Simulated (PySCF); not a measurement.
Species: C₃H (charge +1 and singlet state).
Numbering: `[C+:1][C:2]#[CH:3]` (hydrogens: H4 on C3)

All values: PBE0/pcSseg-1 (PySCF, non-relativistic), on one gas-phase PBE0-D3(BJ)/def2-SVP geometry that isn't relaxed in the solvent. The solvent is an IEF-PCM continuum (cavity from Bondi-type radii × 1.2). Only the electrostatic response of the medium enters.

```csv
run,E − E(gas) (kJ/mol),HOMO (eV),HOMO–LUMO gap (eV)
gas,0.00,-16.98,5.10
P,-285.70,-11.80,5.39
Q,-281.15,-11.88,5.38
```

Problem. The runs were made in acetonitrile and water. Which run belongs to which solvent?

Solution. P = water, Q = acetonitrile. The dielectric constants are 35.69 (acetonitrile), 78.36 (water), and the energy falls further as ε rises. In this model the ground state sees the solvent through ε alone.

Problem. How constant is the ratio of the lowering to 1 − 1/ε?

Solution. 
| solvent | 1 − 1/ε | E − E(gas) (kJ/mol) | ratio (kJ/mol) | polarisation term (kJ/mol) |
| --- | --- | --- | --- | --- |
| acetonitrile | 0.972 | -281.15 | -289.3 | -285.39 |
| water | 0.987 | -285.70 | -289.4 | -290.16 |

The ratio changes by 0.0 % in size from acetonitrile to water. The polarisation term is half the interaction of the solute with the induced surface charges.
